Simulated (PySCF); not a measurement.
Structure problem from calculated spectra and properties.

Formula: C2H6F2P2.

| Property | Result |
| --- | --- |
| NMR, other nuclei | isotropic shieldings of nuclei other than C and H, by class: 285 (2 F), 8 (1 P), 385 (1 P) ppm [GIAO B97-2/pcSseg-2] |
| Rotational structure | rotational constants A, B, C: 3.337, 1.805, 1.351 GHz [PBE0-D3(BJ)/def2-TZVP] |
| 1H NMR | chemical shifts (computed TMS as zero) by class: 1.02 (6 H) ppm [GIAO B97-2/pcSseg-2] |
| 13C NMR | chemical shifts (computed TMS as zero) by class: 7.3 (2 C) ppm [GIAO B97-2/pcSseg-2] |
| Dipole | 2.86 D [B97-2/pcSseg-2] |

Electronic properties: PySCF, gas phase, density fitting. Levels stand in brackets. Isolated species at its PBE0-D3(BJ)/def2-TZVP geometry (one conformer only). Each NMR value is the plain mean over a class of atoms that symmetry, rotation or inversion makes alike.

**Question.** Propose a structure and show how it fits.

**Answer.** Numbering: `[CH3:1][P:2]([CH3:3])[P:4]([F:5])[F:6]`. 2 carbons fall into 1 class: sp3 carbon bound to phosphorus [C1/C3] (7.3 ppm, 2 C). All hydrogens form one class (1.02 ppm): methyl hydrogen. The other shieldings belong to: 285 ppm, phosphorus-bound fluorine [F5/F6]; 8 ppm, three-coordinate phosphorus [P4]; 385 ppm, three-coordinate phosphorus [P2]. By its constants the optimised geometry is an asymmetric top. Structure: `CP(C)P(F)F` ((CH3)2PPF2). The assignments are read from this structure; whether some other isomer fits the data as well wasn't checked.

Shape of the structure used: `[CH3:1][P:2]([CH3:3])[P:4]([F:5])[F:6]`: C1–P2–P4–F5 78°.
